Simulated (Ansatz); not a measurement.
This Ansatz (an electronic-structure program) input (CCSD(T)/cc-pCVTZ) gives -56.52707 Eh with 85 basis functions. A basis named .json is the Basis Set Exchange file of that set (core-valence sets with the plain set on hydrogen).

Ansatz 0.2 input:
```yaml
crystal:
  periodic: [false, false, false]
  atoms:
    - {symbol: N, position_ang: [0.00224146, -0.00382052, 0.11155442]}
    - {symbol: H, position_ang: [-0.00202883, 0.95117179, -0.22808750]}
    - {symbol: H, position_ang: [0.80949996, -0.46442426, -0.29287493]}
    - {symbol: H, position_ang: [-0.82316134, -0.46000387, -0.25991854]}
basis:
  gaussian:
    orbitals: cc-pCVTZ.json
magnetization: {spin_polarized: false}
correlation: {method: ccsd_t, frozen_orbitals: {H: 0, N: 0}}
```

Change:
```diff
- orbitals: cc-pCVTZ.json
+ orbitals: cc-pCVQZ.json
```

Q: What does the run give now?

A: -56.55089 Eh (CCSD(T)/cc-pCVQZ, 174 functions), a change of -23.82 mEh.
